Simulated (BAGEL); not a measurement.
# singlet CF+ at 5 levels

We compute a comparison of 5 runs (HF/cc-pVTZ, B3LYP/6-31G*, B3LYP/cc-pVTZ, NEVPT2(10,8)/6-31G*, RI-MP2/cc-pVTZ) of singlet CF+. 

The results are computed with BAGEL 1.2.2.

1 further run of the same task is left out (set aside as unsound or not needed).

### Step 1. The structure to begin with

CF+ has 2 atoms, charge +1, and is taken as a singlet. SMILES of the parent species: `[C]F`. The shape is that of a PBE0-D4/def2-TZVP optimisation. That shape belongs to the parent species and isn't relaxed for this state.

Bond lengths: C1–F2 1.268 Å.

### Step 2. A single-point energy at HF/cc-pVTZ (density fitting with cc-pvqz-jkfit) (run 1)

The input, calc.json:

```json
{ "bagel" : [

{
  "title" : "molecule",
  "basis" : "cc-pvtz.json",
  "df_basis" : "cc-pvqz-jkfit",
  "angstrom" : true,
  "geometry" : [
    { "atom" : "C", "xyz" : [       0.000000,       0.000000,       0.003080 ] },
    { "atom" : "F", "xyz" : [       0.000000,       0.000000,       1.271320 ] }
  ]
},

{ "title" : "hf", "charge" : 1 },

{ "title" : "print", "file" : "orbitals.molden", "orbitals" : true }

]}
```

The basis set cc-pVTZ is read from a file made from the Basis Set Exchange's data (not shown).

Run with:

```
BAGEL_NUM_THREADS=1 BAGEL calc.json > calc.out
```

Standard output:

```text
* using 1 threads per process

  ===============================================================
  ===============================================================

  *** Geometry ***

  { "atom" : "C", "xyz" : [      0.000000,      0.000000,      0.005820 ] },
  { "atom" : "F", "xyz" : [      0.000000,      0.000000,      2.402447 ] },

  Number of auxiliary basis functions:      212

  Since a DF basis is specified, we compute 2- and 3-index integrals:
    o Being stored without compression. Storage requirement is 0.006 GB

  Number of basis functions:       60
  Number of electrons      :       15

    * METHOD: MOLECULE                             0.03

  *** RHF ***

  === Nuclear Repulsion ===
    22.5316733238

      * DIIS with orbital gradients will be used.

  === RHF iteration (cc-pvtz.json) ===
      0       -136.70256580          0.03281680           0.00
      1       -136.74600250          0.03360817           0.01
      2       -136.87318817          0.00183947           0.00
      3       -136.87452207          0.00073120           0.00
      4       -136.87472500          0.00022254           0.00
      5       -136.87474496          0.00005895           0.01
      6       -136.87474588          0.00000786           0.01
      7       -136.87474590          0.00000115           0.01
      8       -136.87474590          0.00000009           0.01
      9       -136.87474590          0.00000001           0.01
     10       -136.87474590          0.00000000           0.01
    * SCF iteration converged.

    * Permanent dipole moment:
           (   -0.000000,     0.000000,     0.845311) a.u.

    * METHOD: HF                                   0.09

    * METHOD: PRINT                                0.01

  ===============================================================
```

It took 0.26 s on 1 thread of Arm Neoverse V1, shared host.

### Step 3. The energy at B3LYP/6-31G(d) (density fitting with cc-pvqz-jkfit, spherical functions) (run 2)

The input, calc.json:

```json
{ "bagel": [

{
  "title": "molecule",
  "basis": "6-31gs.json",
  "df_basis": "cc-pvqz-jkfit",
  "angstrom": true,
  "geometry": [
    { "atom": "C", "xyz": [    0.000000,    0.000000,    0.003080 ] },
    { "atom": "F", "xyz": [    0.000000,    0.000000,    1.271320 ] }
  ]
},
{
  "title": "ks",
  "xc_func": "b3lyp",
  "charge": 1
},
{
  "title": "print",
  "file": "orbitals.molden",
  "orbitals": true
}

]}
```

The basis set 6-31G* is read from a file made from the Basis Set Exchange's data (not shown).

Run with:

```
BAGEL_NUM_THREADS=1 BAGEL calc.json > calc.out
```

Standard output:

```text
* using 1 threads per process

  ===============================================================
  ===============================================================

  *** Geometry ***

  { "atom" : "C", "xyz" : [      0.000000,      0.000000,      0.005820 ] },
  { "atom" : "F", "xyz" : [      0.000000,      0.000000,      2.402447 ] },

  Number of auxiliary basis functions:      212

  Since a DF basis is specified, we compute 2- and 3-index integrals:
    o Being stored without compression. Storage requirement is 0.001 GB

  Number of basis functions:       28
  Number of electrons      :       15

    * METHOD: MOLECULE                             0.02

  *** Kohn-Sham DFT ***

    * Removing 1715 points whose weight is below 1.00e-10
    * Grid points: 28097

  === Nuclear Repulsion ===
    22.5316733238

       - DIIS with orbital gradients will be used.

  === KS iteration (b3lyp / 6-31gs.json) ===
      0       -128.54618919          0.21156427           0.03
      1       -116.50590163          0.43784332           0.03
      2       -126.35689849          0.23811855           0.02
      3       -130.94678117          0.31968209           0.02
      4       -136.44693880          0.16463312           0.02
      5       -132.26755046          0.31627471           0.02
      6       -137.05561128          0.09790903           0.02
      7       -137.34816935          0.04328009           0.02
      8       -137.40973327          0.01615599           0.02
      9       -137.42099952          0.00318672           0.02
     10       -137.42142109          0.00026775           0.02
     11       -137.42142390          0.00000769           0.02
     12       -137.42142390          0.00000107           0.02
     13       -137.42142390          0.00000011           0.02
     14       -137.42142390          0.00000001           0.02
     15       -137.42142390          0.00000000           0.02
    * SCF iteration converged.

    * Permanent dipole moment:
           (   -0.000000,    -0.000000,     0.625397) a.u.

    * METHOD: KS                                   0.40

    * METHOD: PRINT                                0.00

  ===============================================================
```

Run time: 0.57 s. Hardware: 1 thread of Arm Neoverse V1, shared host.

Runs 3 to 4 aren't shown in full; the table further down has their settings and results.

### Step 4. The energy at RI-MP2/cc-pVTZ (density fitting with cc-pvqz-jkfit) (run 5)

The input, job.json:

```json
{ "bagel" : [

{
  "title" : "molecule",
  "basis" : "cc-pvtz.json",
  "df_basis" : "cc-pvqz-jkfit",
  "angstrom" : true,
  "geometry" : [
    { "atom" : "C", "xyz" : [    0.000000,    0.000000,    0.003080 ] },
    { "atom" : "F", "xyz" : [    0.000000,    0.000000,    1.271320 ] }
  ]
},
{ "title" : "hf", "charge" : 1 },
{ "title" : "mp2", "charge" : 1, "ncore" : 2 }

]}
```

The basis set cc-pVTZ is read from a file made from the Basis Set Exchange's data (not shown).

Run with:

```
BAGEL_NUM_THREADS=1 BAGEL job.json > job.out
```

Standard output:

```text
* using 1 threads per process

  ===============================================================
  ===============================================================

  *** Geometry ***

  { "atom" : "C", "xyz" : [      0.000000,      0.000000,      0.005820 ] },
  { "atom" : "F", "xyz" : [      0.000000,      0.000000,      2.402447 ] },

  Number of auxiliary basis functions:      212

  Since a DF basis is specified, we compute 2- and 3-index integrals:
    o Being stored without compression. Storage requirement is 0.006 GB

  Number of basis functions:       60
  Number of electrons      :       15

    * METHOD: MOLECULE                             0.03

  *** RHF ***

  === Nuclear Repulsion ===
    22.5316733238

      * DIIS with orbital gradients will be used.

  === RHF iteration (cc-pvtz.json) ===
      0       -136.70256580          0.03281680           0.00
      1       -136.74600250          0.03360817           0.01
      2       -136.87318817          0.00183947           0.01
      3       -136.87452207          0.00073120           0.01
      4       -136.87472500          0.00022254           0.01
      5       -136.87474496          0.00005895           0.01
      6       -136.87474588          0.00000786           0.01
      7       -136.87474590          0.00000115           0.01
      8       -136.87474590          0.00000009           0.01
      9       -136.87474590          0.00000001           0.01
     10       -136.87474590          0.00000000           0.00
    * SCF iteration converged.

    * Permanent dipole moment:
           (   -0.000000,     0.000000,     0.845311) a.u.

    * METHOD: HF                                   0.09

  *** RHF ***

  === Nuclear Repulsion ===
    22.5316733238

      * DIIS with orbital gradients will be used.

  === RHF iteration (cc-pvtz.json) ===
      0       -136.87474590          0.00000000           0.00
    * SCF iteration converged.

    * Permanent dipole moment:
           (   -0.000000,     0.000000,     0.845311) a.u.

  === DF-MP2 calculation ===

    * freezing 2 orbitals
    * 3-index integral transformation done
    * assembly done

      MP2 correlation energy:   -0.3590696353      0.00

      MP2 total energy:       -137.2338155328

    * METHOD: MP2                                  0.02

  ===============================================================
```

Wall time 0.26 s (1 thread of Arm Neoverse V1, shared host).

### Step 5. All runs side by side

| run | level | iteration cap | active rule | energy (Eh) | HOMO energy (eV) | LUMO energy (eV) | HOMO–LUMO gap (eV) | wall time |
| --- | --- | --- | --- | --- | --- | --- | --- | --- |
| 1 | HF/cc-pVTZ (density fitting with cc-pvqz-jkfit) | – | – | -136.874746 | -26.83 | -8.36 | 18.46 | 0.26 s |
| 2 | B3LYP/6-31G* (density fitting with cc-pvqz-jkfit, spherical functions) | – | – | -137.421424 | -22.04 | -13.71 | 8.33 | 0.57 s |
| 3 | B3LYP/cc-pVTZ (density fitting with cc-pvqz-jkfit) | – | – | -137.473707 | -22.09 | -13.75 | 8.34 | 0.91 s |
| 4 | NEVPT2(10,8)/6-31G* (density fitting with cc-pvqz-jkfit, spherical functions) | 200 | valence | -137.077049 | – | – | – | 9.9 s |
| 5 | RI-MP2/cc-pVTZ (density fitting with cc-pvqz-jkfit) | – | – | -137.233816 | – | – | – | 0.26 s |

### Step 6. Outcome

```
                                          quantity          value
                               run 5: total energy  -137.23382 Eh
run 5: correlation energy (2 core orbitals frozen)     -359.1 mEh
```

What this shows: Over runs 1, 2, 3 the HOMO–LUMO gap runs from 8.33 eV (B3LYP/6-31G*) to 18.46 eV (HF/cc-pVTZ). The two ends differ in method and basis. All runs together took 12 s, the longest 9.9 s.
